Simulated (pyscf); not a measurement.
Thermochemistry of product channels of H₂P–InH₂ (SMILES [PH2][InH2]) + SiH₂ (SMILES [SiH2]) [singlet] on the singlet surface, in kJ/mol, from CCSD(T)/def2-TZVPP + ΔMP2(QZVPP) energies (ideal gas, 1 atm, RRHO with modes under 100 cm⁻¹ raised to 100, one conformer, R ln 2 for chiral ones without a mode under 150 cm⁻¹). Single points on ωB97X-D3(BJ)/def2-SVP structures (PySCF, gas phase). MP2 and CC: frozen core, UHF for open shells. ΔMP2 is the change of the MP2 total energy from the triple- to the quadruple-zeta basis.

```
products                                                        ΔE  ΔH(298 K)  ΔG(298 K)  ΔG(1200 K)
----------------------------------------------------------  ------  ---------  ---------  ----------
H₃Si–InH–PH₂ (SMILES [SiH3][InH][PH2])                      -267.4     -252.0     -208.5       -82.8
H₂P–In (SMILES [PH2][In]) [singlet] + SiH₄ (SMILES [SiH4])  -263.9     -249.5     -243.3      -216.8
```

These are energies of the channels, which say nothing of barriers. The CCSD(T) − MP2 part came from Ansatz, without density fitting, on the same reference. The frozen core leaves the outer d or s,p core shells of the metals and heavy elements correlated in the MP2 and CC values, and def2-TZVPP describes them poorly, which can shift differences by a few kcal/mol. Elements past Kr carry the def2 core potentials, without spin-orbit coupling.
